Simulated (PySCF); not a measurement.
# Predicted spectroscopic data

PySCF 2.14.0 with density-fitted response routines calculation with GIAO PBE0/pcSseg-1 shieldings and geometry: GFN2-xTB; gas phase, non-relativistic, single conformer, averaged over atoms made equivalent by symmetry, fast rotation or ring inversion.

Chemical shifts δ = σref − σ; 1H (31.72 ppm) and 13C (186.93 ppm) vs TMS, all at this level. Where no couplings were computed, multiplicities follow the n + 1 count of equivalent neighbours, and m marks all less simple cases (inequivalent or close neighbours, rings, F or P nearby). Shifts are as computed. Against solution values, carbons near 30 ppm lie about +3 ppm off and those near 130 ppm about +5 ppm. Of 1211 compounds with measured shifts, 218 miss one by over three times the rms of a fit or turn the order of signals round; such compounds aren't used in these exercises. OH and NH positions are gas-phase values without hydrogen bonding to other molecules.

**1.** N-Phenylpyrrole (c1ccc(-n2cccc2)cc1, C₁₀H₉N). 1H NMR (400 MHz, computed): δ 7.74 (m, 2H), 7.61 (m, 2H), 7.48 (t, 1H), 7.04 (m, 2H), 6.62 (m, 2H). 13C{1H} NMR (computed): δ 146.7, 135.3, 130.5, 125.8, 121.7, 117.5.

**2.** SMILES [SiH2]([Si@@](C#C)(N)C=C)O, C₄H₉NOSi₂. 1H NMR (400 MHz, computed): δ 6.50 (m, 1H), 6.42 (m, 1H), 6.42 (m, 1H), 5.52 (m, 1H), 5.51 (m, 1H), 2.05 (s, 1H), 0.35 (br s, 1H), 0.31 (br s, 2H). 13C{1H} NMR (computed): δ 145.4, 141.4, 100.9, 94.9.
